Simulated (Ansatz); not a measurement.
**hcp Os**

Level of theory: PBE+SOC (PAW; Ansatz, a program for electronic structure).

Run with plane-wave cutoff 520 eV, 24×24×14 k mesh (along the axes of the cell as run), Fermi–Dirac smearing 0.05 eV, PAW data made under PBE.

Cell (relaxed at this level):

```xyz
2
Lattice="1.3780 -2.3868 0.0000 1.3780 2.3868 0.0000 0.0000 0.0000 4.3438" Properties=species:S:1:pos:R:3 pbc="T T T"
Os     1.3780     0.7956     1.0860
Os     1.3780    -0.7956     3.2579
```

```yaml
bulk modulus B0: 392 GPa
band_gap: none
pressure derivative B′ of the bulk modulus: 4.9
```

Measured, for comparison: bulk modulus 425 GPa (zero-point energy and finite temperature contributions removed; as tabulated in doi:10.1021/acs.jctc.3c00612). Computed (rounded) less measured: bulk modulus -8 %.

Note: the bulk modulus comes from volumes at which shape and atoms were relaxed.

The computed numbers hold no vibrational or temperature effects.
